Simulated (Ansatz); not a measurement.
## Mg2TaIr2: from a trial structure to a relaxed crystal

The calculation used DFT PBE, scalar-relativistic, plane waves, PAW in Ansatz 0.2.0. Cutoff 420 eV, Γ-centred k mesh, Gaussian smearing, no spin polarisation in the final step.

Mg2TaIr2 was placed on the ThCr2Si2 structure type (I4/mmm, No. 139), with Ta in place of Th, Mg in place of Cr, Ir in place of Si, at a guessed volume.

```
CELL_PARAMETERS angstrom
-1.96131 1.96131 5.14601
1.96131 -1.96131 5.14601
1.96131 1.96131 -5.14601
ATOMIC_POSITIONS crystal
Mg 0.25000 0.75000 0.50000
Mg 0.75000 0.25000 0.50000
Ta 0.00000 0.00000 0.00000
Ir 0.62600 0.62600 0.00000
Ir 0.37400 0.37400 0.00000
```

Cell and atoms relax at zero pressure; the relaxation can't lower the symmetry of the start. After a coarse first stage the cell is made exact in the group found at 0.06 Å.

Formation energies are uncorrected and refer to the elements' standard structures at the same level.

**Question.** Describe the relaxed structure.

**Answer.** It keeps I4/mmm (No. 139), but not the shape of the type it started on. Conventional cell: a = 3.528 Å, c = 13.676 Å. Mg has 4 Mg at 2.49 Å and 4 Ir at 2.73 Å; Ta has 8 Ir at 2.83 Å; Ir has 1 Ir at 2.67 Å, 4 Mg at 2.73 Å and 4 Ta at 2.83 Å.

```
Mg Ta Ir
1.0
    -1.76376    1.76376    6.83801
     1.76376   -1.76376    6.83801
     1.76376    1.76376   -6.83801
Mg Ta Ir
2 1 2
Direct
  0.25000 0.75000 0.50000
  0.75000 0.25000 0.50000
  0.00000 0.00000 0.00000
  0.59748 0.59748 0.00000
  0.40252 0.40252 0.00000
```

**Question.** What are its volume, energy, density and gap?

**Answer.** The volume per atom is 17.02 Å³ and the density is 11.98 g/cm³. The energy over the elements is 0.01 eV/atom. The gap on the 16×16×16 mesh is 0 eV (a metal).

The final run used a 16×16×16 mesh on its 5-atom cell and 0.10 eV smearing. The k mesh leaves about 4 meV/atom of noise in metals. Spin–orbit coupling is left out. A structure relaxed within its symmetry needn't be a true minimum.

Cost: 3 runs of about 6.5 core-minutes in all, on Arm Neoverse V1 (shared hosts).